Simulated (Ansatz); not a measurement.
**BN₂ (doublet): geometry optimisation**

Where does this start of BN₂ (doublet) end when it is relaxed?

Method: UKS PBE0/def2-TZVP; program: Ansatz 0.2.0, Gaussian basis.

### 1 Starting geometry

3 atoms, charge 0, spin multiplicity 2.

Atoms are counted from 1 here; the program's logs count them from 0.

Bond lengths: N1–B2 1.302 Å, B2–N3 1.302 Å. Angles: N1–B2–N3 180.0°.

The start was built by rule and, where that kept it together, relaxed with GFN2-xTB. Sticks and bond lists go by distance. 

### 2 Relaxation

Contents of in.yaml:

```yaml
crystal:
  periodic: [false, false, false]
  atoms:
    - {symbol: N, position_ang: [0.000000, 0.000000, -1.301881]}
    - {symbol: B, position_ang: [0.000000, 0.000000, 0.000000]}
    - {symbol: N, position_ang: [0.000000, 0.000000, 1.301881]}
basis:
  gaussian: {orbitals: def2-TZVP}
magnetization: {spin_polarized: true, initial_magnetization: 1}
hamiltonian: {xc: pbe0}
relax: {f_tol: 0.004, max_steps: 80}
```

Started as:

```sh
$ ansatz run in.yaml --threads 1 --pin off --events-out ev --progress --plain --max-ram 2176MiB
```

Q: Predict the outcome of this session. Wanted: energy gained; shift from the start; total energy; dipole moment; ⟨S²⟩.

The runs gave:

| quantity | value |
| --- | --- |
| steps | 5 |
| energy gained | 0.111 eV |
| shift from the start (rms) | 0.037 Å |
| total energy | -3647.6663 eV |
| dipole moment | 0.49 D |
| ⟨S²⟩ | 1.502 |

In words: The bonds of the start are those of the end. N1–B2 went from 1.302 to 1.365 Å. The determinant is spin-contaminated (excess 0.75). No vibrations were run, so this is a stationary point, not a proven minimum, and this spin need not be the ground state's.
